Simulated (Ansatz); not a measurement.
# CHOSi+ (triplet): wave-function methods side by side, def2-QZVPP

The task here is to estimate one member of a computed series from the others.

The runs use Ansatz 0.2.0, Gaussian basis; def2-QZVPP, core rule «outside noble gas», up to 7 orbitals frozen.

The runs, in order: UHF; ROHF; CCSD(T) on UHF.

2 further runs of the same task are left out: 2 set aside as unsound or not needed.

## The geometry

The geometry is a PBE0/def2-TZVP stationary point (not a proven minimum) of the parent state, kept for this charge and spin.

4 atoms, charge 1, spin multiplicity 3.

Atoms are counted from 1 here; the program's logs count them from 0.

Bond lengths: C1–Si2 1.734 Å, C1–H4 1.091 Å, Si2–O3 1.512 Å. Angles: Si2–C1–H4 122.7°, C1–Si2–O3 156.4°.

Set-up of the first run:

The input, in.yaml:

```yaml
crystal:
  periodic: [false, false, false]
  atoms:
    - {symbol: C, position_ang: [0.000000, -0.252496, 1.704393]}
    - {symbol: Si, position_ang: [0.000000, 0.153083, 0.018811]}
    - {symbol: O, position_ang: [0.000000, -0.110768, -1.469523]}
    - {symbol: H, position_ang: [0.000000, 0.501477, 2.492415]}
basis:
  gaussian: {orbitals: "def2-QZVPP.json"}
total_charge: 1
magnetization: {spin_polarized: true, initial_magnetization: 2}
hamiltonian: {xc: hf}
output: {orbitals: {seedname: orbitals}}
```

Command:

```console
$ ansatz run in.yaml --threads 1 --pin off --events-out ev --progress --plain --max-ram 2393MiB
```

Among the steps run: UHF; ROHF; CCSD(T) on UHF.

One of the session's tables, all rows but one given; the rest of the session is left out.

| method | from UCCSD(T) (meV) |
| --- | --- |
| ROHF | +13655.6 |
| UHF | ? |
| UMP2 | +1997.3 |
| UCCSD | +645.9 |
| UCCSD(T) | 0 |

**Question.** Estimate the row for UHF.

The run gave: from UCCSD(T) (meV): +13299.0. In the column «from UCCSD(T) (meV)» it lies between UMP2 (+1997.3) and ROHF (+13655.6).
